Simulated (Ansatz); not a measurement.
System: anatase TiO2 (metastable phase). Method: PBE0 in Ansatz (PAW).

Numerical settings: plane-wave cutoff 500 eV, 8×8×8 k mesh, gaussian smearing 0.02 eV, no spin polarisation, scalar-relativistic PAW data made under PBE.

Cell (relaxed with r²SCAN):

```cif
data_O4Ti2
_chemical_formula_sum 'Ti2 O4'
_space_group_name_H-M_alt 'P 1'
_space_group_IT_number 1
_cell_length_a 5.48602
_cell_length_b 5.48602
_cell_length_c 5.48602
_cell_angle_alpha 139.719
_cell_angle_beta 139.719
_cell_angle_gamma 58.280
loop_
_space_group_symop_operation_xyz
  'x, y, z'
loop_
_atom_site_label
_atom_site_type_symbol
_atom_site_fract_x
_atom_site_fract_y
_atom_site_fract_z
_atom_site_occupancy
Ti1 Ti 0.75000 0.25000 0.50000 1
Ti2 Ti 0.00000 0.00000 0.00000 1
O1 O 0.54272 0.04272 0.50000 1
O2 O 0.79272 0.79272 0.00000 1
O3 O 0.20728 0.20728 0.00000 1
O4 O 0.95728 0.45728 0.50000 1
```

Problem. Estimate the band gap that the calculation returns.

Solution. 
- band gap = 4.42 eV (on the SCF k mesh)

Measured, for comparison: band gap 3.42 eV (low temperature, zero-point motion not removed, gap of extended states, from the Urbach tail; as tabulated in Kang and Hybertsen (2010), arXiv:1006.4085). Computed (rounded) less measured: band gap +1.00 eV.

Note: cell and atoms aren't relaxed at this level (largest force component 0.16 eV/Å, pressure -2.7 GPa).

Static lattice: no zero-point or thermal effects.

Cost on a shared machine: very roughly 5 core-minutes.

Ansatz is a program for electronic structure.
